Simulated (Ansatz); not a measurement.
# C3H3F (SMILES C=C=CF): single points off equilibrium

Aim: energy, forces and dipole at a structure displaced at random from a GFN2-xTB minimum, from CCSD(T) and from density functionals.

Method: single points in def2-TZVPP; program: Ansatz 0.2.0, Gaussian basis.

Correlated methods freeze the cores. B3LYP uses VWN-RPA correlation.

## 1. The starting structure

7 atoms, charge 0, spin multiplicity 1.

Atoms are counted from 1 here; the program's logs count them from 0.

Bond lengths: C1–C2 1.314 Å, C1–H5 1.080 Å, C1–H6 1.026 Å, C2–C3 1.298 Å, C3–F4 1.384 Å, C3–H7 1.075 Å. Angles: C2–C1–H5 120.6°, C2–C1–H6 119.8°, H5–C1–H6 119.5°, C1–C2–C3 178.1°, C2–C3–F4 120.6°, C2–C3–H7 126.3°, F4–C3–H7 113.1°.

As a file:

```mol
C3H3F
  3D, bonds by distance, orders not assigned

  7  6  0  0  0  0  0  0  0  0999 V2000
   -0.9080    0.9886   -0.0006 C   0  0
   -0.0102    0.0291    0.0135 C   0  0
    0.8843   -0.9100    0.0689 C   0  0
    1.0149   -1.8202   -0.9649 F   0  0
   -1.8831    0.8363    0.4381 H   0  0
   -0.6648    1.9079   -0.3851 H   0  0
    1.5809   -1.0788    0.8704 H   0  0
  1  2  8  0
  1  5  8  0
  1  6  8  0
  2  3  8  0
  3  4  8  0
  3  7  8  0
M  END
```

## 2. CCSD(T)/def2-TZVPP

run/in.yaml

```yaml
crystal:
  periodic: [false, false, false]
  atoms:
    - {symbol: C, position_ang: [-0.908000, 0.988600, -0.000600]}
    - {symbol: C, position_ang: [-0.010200, 0.029100, 0.013500]}
    - {symbol: C, position_ang: [0.884300, -0.910000, 0.068900]}
    - {symbol: F, position_ang: [1.014900, -1.820200, -0.964900]}
    - {symbol: H, position_ang: [-1.883100, 0.836300, 0.438100]}
    - {symbol: H, position_ang: [-0.664800, 1.907900, -0.385100]}
    - {symbol: H, position_ang: [1.580900, -1.078800, 0.870400]}
basis:
  gaussian: {orbitals: def2-TZVPP}
correlation: {method: ccsd_t}
output: {forces: true}
```

The command line of these runs was not kept.

## 3. PBE0-D4/def2-TZVPP

run/in.yaml, as its differences from that of step 2:

```diff
@@ -12,3 +12,3 @@
   gaussian: {orbitals: def2-TZVPP}
-correlation: {method: ccsd_t}
-output: {forces: true}
+hamiltonian: {xc: pbe0, dispersion: d4}
+output: {forces: true, orbitals: {seedname: orbitals}}
```

## 4. wB97M-V/def2-TZVPP

run/in.yaml, as its differences from that of step 3:

```diff
@@ -12,3 +12,3 @@
   gaussian: {orbitals: def2-TZVPP}
-hamiltonian: {xc: pbe0, dispersion: d4}
-output: {forces: true, orbitals: {seedname: orbitals}}
+hamiltonian: {xc: {name: wB97M-V}}
+output: {forces: true}
```

## 5. r2SCAN-D4/def2-TZVPP

run/in.yaml, as its differences from that of step 4:

```diff
@@ -12,3 +12,3 @@
   gaussian: {orbitals: def2-TZVPP}
-hamiltonian: {xc: {name: wB97M-V}}
+hamiltonian: {xc: r2scan, dispersion: d4}
 output: {forces: true}
```

## 6. PBE-D4/def2-TZVPP

run/in.yaml, as its differences from that of step 5:

```diff
@@ -12,3 +12,3 @@
   gaussian: {orbitals: def2-TZVPP}
-hamiltonian: {xc: r2scan, dispersion: d4}
+hamiltonian: {xc: pbe, dispersion: d4}
 output: {forces: true}
```

## 7. BLYP-D4/def2-TZVPP

run/in.yaml, as its differences from that of step 6:

```diff
@@ -12,3 +12,3 @@
   gaussian: {orbitals: def2-TZVPP}
-hamiltonian: {xc: pbe, dispersion: d4}
+hamiltonian: {xc: {name: BLYP}, dispersion: d4}
 output: {forces: true}
```

## 8. B3LYP-D4/def2-TZVPP

run/in.yaml, as its differences from that of step 7:

```diff
@@ -12,3 +12,3 @@
   gaussian: {orbitals: def2-TZVPP}
-hamiltonian: {xc: {name: BLYP}, dispersion: d4}
+hamiltonian: {xc: {name: B3LYP}, dispersion: d4}
 output: {forces: true}
```

(Steps that only read results are left out.)

Q: Predict the outcome of this session. Wanted: energy less free atoms, CCSD(T)/def2-TZVPP; RMS force component; RMS force error; HOMO and LUMO, PBE0-D4; T1 diagnostic.

**Answer**, as computed:

| quantity | value |
| --- | --- |
| energy less free atoms, CCSD(T)/def2-TZVPP | -2866.4 kJ/mol |
| RMS force component | 0.829 to 0.955 eV/Å over the methods |
| RMS force error | PBE0-D4 0.288, wB97M-V 0.247, r2SCAN-D4 0.267, PBE-D4 0.260, BLYP-D4 0.322, B3LYP-D4 0.280 eV/Å |
| HOMO and LUMO, PBE0-D4 | -7.62 and -0.85 eV |
| T1 diagnostic | 0.013 |

What this shows: Against CCSD(T) the functionals' energies less atoms differ by -210.1 to -91.9 kJ/mol, PBE-D4 by -210.1 kJ/mol. A larger basis would deepen the CCSD(T) value, while the functionals are nearly converged already, so the order here is not reliable. For forces wB97M-V does best and BLYP-D4 worst. Frozen-core CCSD(T) forces in triple zeta carry basis errors of their own, and this is one geometry, so small gaps rank nothing. The restricted Hartree–Fock reference is unstable towards an unrestricted one at one or more of these structures.
